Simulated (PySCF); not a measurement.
Match each property card to its molecule.

Structures:
1. `C1N(CC=C)CC1` (C6H11N)
2. `C[C@@]1(CCl)CCO1` (C5H9ClO)
3. `C#CF` (C2HF)

Card P (geometry GFN2-xTB):
* Rotational constants A, B, C: 7.201, 1.512, 1.358 GHz
* Static isotropic polarisability (PBE0/def2-SVPD): 79.4 au
* HOMO energy (PBE0/def2-SVPD): -6.23 eV
* Isotropic shieldings of nuclei other than C and H, by class (GIAO PBE0/pcSseg-1): 221 (1 N) ppm
* Lowest triplet excitation (Tamm–Dancoff) (TDA PBE0/def2-SVPD): 4.46 eV

Card Q (geometry GFN2-xTB):
- Rotational constants A, B, C: 4.073, 1.421, 1.313 GHz
- Static isotropic polarisability (PBE0/def2-SVPD): 75.0 au
- Strongest line among the 6 lowest singlet transitions (TDDFT PBE0/def2-SVPD): S1 at 6.67 eV (186 nm, f = 0.016)
- Lowest singlet excitation (TDDFT PBE0/def2-SVPD): 6.67 eV (186 nm, f = 0.016)
- Lowest triplet excitation (Tamm–Dancoff) (TDA PBE0/def2-SVPD): 6.29 eV
- HOMO energy (PBE0/def2-SVPD): -7.49 eV
- Point group: C1

Card R (geometry PBE0-D3(BJ)/def2-SVP):
- Rotational constant B (linear): 9.716 GHz
- Static isotropic polarisability (CAM-B3LYP/def2-SVPD): 23.1 au
- HOMO energy (CAM-B3LYP/def2-SVPD): -9.74 eV
- Point group: C∞v
- Lowest singlet excitation (TDDFT CAM-B3LYP/def2-SVPD): 7.10 eV (175 nm, f = 0.000)

Species are written as SMILES; each is one conformer at its optimised geometry, gas phase, non-relativistic unless stated; the electronic structure was computed with PySCF and density fitting. NMR classes are plain means over equivalent atoms (diastereotopic ones count apart unless rotation or inversion swaps them), as if these changed places fast.

Problem. Which card belongs to which structure?

Solution. P = 1, Q = 2, R = 3. What ties each card to its structure:
- 1 (card P), C6H11N, monoisotopic mass 97.1 u, 7 heavy atoms: an asymmetric top with C = 1.358 GHz; polarisability 79.4 au for 54 electrons.
- 2 (card Q), C5H9ClO, monoisotopic mass 120.0 u, 7 heavy atoms: an asymmetric top with C = 1.313 GHz, the lowest such constant on the cards; polarisability 75.0 au for 64 electrons.
- 3 (card R), C2HF, monoisotopic mass 44.0 u, 3 heavy atoms: point group C∞v; a linear rotor with B = 9.716 GHz, the highest such constant on the cards; polarisability 23.1 au for 22 electrons.
